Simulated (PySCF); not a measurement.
Core-level binding energies of BH2(CCH)

Compound: BH2(CCH), C₂H₃B.
Geometry (PBE0-D3(BJ)/def2-SVP, Å), atoms numbered from 1 in this order:
```
atom  x, y, z in Å
B1     0.5701    0.9863    0.0044
H2     1.7729    0.9873    0.1038
H3    -0.0287    2.0302   -0.0872
C4    -0.1849   -0.3193   -0.0016
C5    -0.7952   -1.3768   -0.0073
H6    -1.3342   -2.3077   -0.0122
```

The calculation used delta-SCF UKS SCAN, pcX-2 on the ionised atom, pcseg-1 elsewhere, spin-free X2C in PySCF 2.14.0. Vertical ΔSCF values, vacuum level as zero.

Give the core binding energies atom by atom.

```json
{"atom(s)": "C4", "environment": "carbon bonded to B and C", "level": "C 1s", "binding energy (eV)": "290.85", "above the level's lowest (eV)": "0.00", "count": "1"}
{"atom(s)": "C5", "environment": "carbon bonded to C and H", "level": "C 1s", "binding energy (eV)": "291.11", "above the level's lowest (eV)": "+0.26", "count": "1"}
```

Lowest listed C 1s: C4, bonded to C and B. Highest, 0.26 eV above it: C5, bonded to C and H.

Express the binding energy of C 1s of C4 in atomic units and per mole.

290.85 eV = 10.6885 Eh = 28063 kJ/mol.

Which photon energy gives electrons from C 1s of C4 a kinetic energy of 50 eV, and what is their de Broglie wavelength?

hν = 290.85 + 50 = 340.85 eV, recoil neglected; λ = 12.264 Å/√(E/eV) = 1.73 Å.

Not every level is listed. Spin contamination (⟨S²⟩ against 0.75 for a pure doublet) is marked for C 1s of C4 (0.86) and C 1s of C5 (0.89), which makes these values less certain. No level of boron is listed. Isolated species at its PBE0-D3(BJ)/def2-SVP geometry, gas phase.
